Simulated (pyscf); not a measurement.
Thermochemistry of product channels of H₂B–F (SMILES BF) + NH₃ (SMILES N) on the singlet surface, in eV, from ωB97M-D3(BJ)/def2-TZVP energies (ideal gas, 1 atm, RRHO with modes under 100 cm⁻¹ raised to 100, one conformer, R ln 2 for rigid chiral ones). Optimised with ωB97X-D3(BJ)/def2-SVP in PySCF.

```csv
products,ΔE,ΔH(298 K),ΔG(600 K),ΔG(1200 K)
H₂N–BH–F (SMILES NBF) + H₂ (SMILES [H][H]),-1.25,-1.37,-1.21,-1.14
H₂B–NH₂ (SMILES BN) + HF (SMILES F),0.00,0.00,+0.08,+0.11
```

These are energies of the channels, which say nothing of barriers.
